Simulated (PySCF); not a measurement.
Molfile (atoms numbered from 1):
```
C4H10O2
     RDKit          3D

 16 15  0  0  0  0  0  0  0  0999 V2000
    2.7579   -0.0027   -0.0247 C   0  0  0  0  0  0  0  0  0  0  0  0
    1.6018   -0.6669    0.4167 O   0  0  0  0  0  0  0  0  0  0  0  0
    0.4500    0.1401    0.3615 C   0  0  0  0  0  0  0  0  0  0  0  0
   -0.7270   -0.6865    0.8935 C   0  0  0  0  0  0  0  0  0  0  0  0
   -1.9104    0.0518    1.0599 O   0  0  0  0  0  0  0  0  0  0  0  0
   -2.5742    0.3800   -0.1363 C   0  0  0  0  0  0  0  0  0  0  0  0
    3.5767   -0.7139    0.0612 H   0  0  0  0  0  0  0  0  0  0  0  0
    2.9707    0.8791    0.5928 H   0  0  0  0  0  0  0  0  0  0  0  0
    2.6602    0.3174   -1.0701 H   0  0  0  0  0  0  0  0  0  0  0  0
    0.5738    1.0400    0.9844 H   0  0  0  0  0  0  0  0  0  0  0  0
    0.2655    0.4625   -0.6759 H   0  0  0  0  0  0  0  0  0  0  0  0
   -0.8906   -1.5471    0.2293 H   0  0  0  0  0  0  0  0  0  0  0  0
   -0.4647   -1.0569    1.8870 H   0  0  0  0  0  0  0  0  0  0  0  0
   -2.7399   -0.5110   -0.7538 H   0  0  0  0  0  0  0  0  0  0  0  0
   -2.0231    1.1216   -0.7246 H   0  0  0  0  0  0  0  0  0  0  0  0
   -3.5344    0.8016    0.1552 H   0  0  0  0  0  0  0  0  0  0  0  0
  1  2  1  0
  2  3  1  0
  3  4  1  0
  4  5  1  0
  5  6  1  0
  1  7  1  0
  1  8  1  0
  1  9  1  0
  3 10  1  0
  3 11  1  0
  4 12  1  0
  4 13  1  0
  6 14  1  0
  6 15  1  0
  6 16  1  0
M  END
```

Non-relativistic Hamiltonian, isolated molecule, fast rotation and ring inversion assumed for equivalent nuclei, single conformer. PBE0/pcSseg-1 with gauge-including orbitals; GFN2-xTB structure; PySCF 2.14.0 with density-fitted response routines.

References, each an isolated molecule treated in the same way: ¹³C, ¹H against TMS; H2O for ¹⁷O.

```csv
atoms,nucleus,count,δ (ppm)
H10/H11/H12/H13,¹H,4,3.65
O2/O5,¹⁷O,2,?
C1/C6,¹³C,2,61.4
C3/C4,¹³C,2,74.2
H7/H8/H9/H14/H15/H16,¹H,6,?
```

Problem. Estimate the values marked ?.

Solution. 
- H7/H8/H9/H14/H15/H16: 3.52 ppm, hydrogen on a methyl carbon bonded to O; its carbon carries O, an electronegative neighbour
- O2/O5: 15.3 ppm, ether oxygen

Shifts are as computed. Against solution values, carbons near 30 ppm lie about +3 ppm off and those near 130 ppm about +5 ppm. Of 1211 compounds with measured shifts, 218 miss one by over three times the rms of a fit or turn the order of signals round; such compounds aren't used in these exercises. Experimental scales use liquid or dissolved standards, which lie at an offset from isolated H2O (liquid H2O: subtract about 36 ppm).
